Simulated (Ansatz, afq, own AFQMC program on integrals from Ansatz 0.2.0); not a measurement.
Two steps: Ansatz 0.2.0 writes the Fock matrix and Cholesky factors of the valence space, and afq projects on them the lowest state that overlaps trial and start.

```yaml
crystal:
  periodic: [false, false, false]
  atoms:
    - {symbol: Si, position_ang: [0.000000, 0.018056, 1.651607]}
    - {symbol: Ge, position_ang: [0.000000, -0.028376, -0.700224]}
    - {symbol: H, position_ang: [0.000000, 1.185718, 2.580640]}
    - {symbol: H, position_ang: [0.000000, -1.209392, 2.499223]}
    - {symbol: H, position_ang: [0.000000, 1.565561, -0.637062]}
basis:
  gaussian: {orbitals: cc-pVDZ}
magnetization: {spin_polarized: true, initial_magnetization: 1}
correlation: {method: ccsd_t, electrons: outside_noble_gas, hamiltonian_folder: ham}
```

```sh
$ ansatz run in.yaml --threads 1 --pin off --events-out ev --progress --plain --max-ram 1382MiB
```

afq runs on the folder ham with

```
--method phaseless --trial hf --walkers 120 --populations 1 --least-time 40 --time-step 0.005 --steps-per-block 20 --equilibration-blocks 112 --max-blocks 600 --target-error 0.0012000 --factor-cut 1e-05 --start spin_pure --seed 8917 --taylor-order 6
```

Times are imaginary, in 1/Eh. The walk had a cap of 1706 s. Filled inner d shells are frozen with the cores.

Log:

```
orbitals 41  electrons 6 5  factors 324 of 641
reference energy -2365.94466902 Eh
CCSD correlation -0.20740066 Eh in 12 cycles, weight of the determinant in the CISD state 0.8611
energy of the start -2365.944884 Eh
 block  time / (1/Eh)  mean weight  energy / Eh
     1     0.100  1.0012  -2365.977174
     2     0.200  1.0000  -2366.004642
     3     0.300  1.0009  -2366.028012
     4     0.400  1.0009  -2366.047217
     5     0.500  1.0016  -2366.063118
     8     0.800  1.0007  -2366.088945
    18     1.800  1.0008  -2366.133707
    69     6.900  1.0014  -2366.146747
   120    12.000  0.9992  -2366.143214
   171    17.100  1.0007  -2366.148920
   222    22.200  1.0011  -2366.167349
   273    27.300  1.0002  -2366.164494
   324    32.400  0.9991  -2366.172366
   375    37.500  1.0007  -2366.176957
   409    40.900  1.0025  -2366.211610
   426    42.600  1.0001  -2366.159156
   477    47.700  0.9984  -2366.172902
   528    52.800  1.0008  -2366.142585
   579    57.900  1.0008  -2366.158131
   630    63.000  0.9982  -2366.153992
   681    68.100  0.9986  -2366.125271
   698    69.800  0.9996  -2366.178998
blocks merged  error / Eh  count
     1  0.000581  600
     2  0.000786  300
     4  0.001060  150
     8  0.001352  75
    16  0.001640  37
    32  0.001662  18
    64  0.001485  9
energy -2366.160096 +/- 0.001662 Eh
(rows thinned)
```

The run passed its tests (sampling time, drift between the halves within three errors, error under three times the target), which doesn't prove that it has relaxed.

Against this walk (error 45.2 meV) on the same determinant: CCSD(T) 43.3 meV higher (within the noise), the released energy of a separate walk with a CISD trial 2.6 ± 47.3 meV lower (within the noise), a separate phaseless walk with a CISD trial and standard settings 8.5 ± 46.0 meV lower (within the noise). The error is statistical and leaves out the bias of the constraint.

Cautions: constraint bias not in the error; error above the target (45.2 against 32.7 meV); no relativity below Rb; no spin-orbit coupling; inner d shell frozen.

The walk took 5.8 min on 1 thread of Arm Neoverse V2, on a shared host. The log's last line is the phaseless energy.

A walk keeps the symmetry of its determinant, which the program's search chose and which needn't be the lowest solution, so a lower state of the same spin and another symmetry isn't excluded.
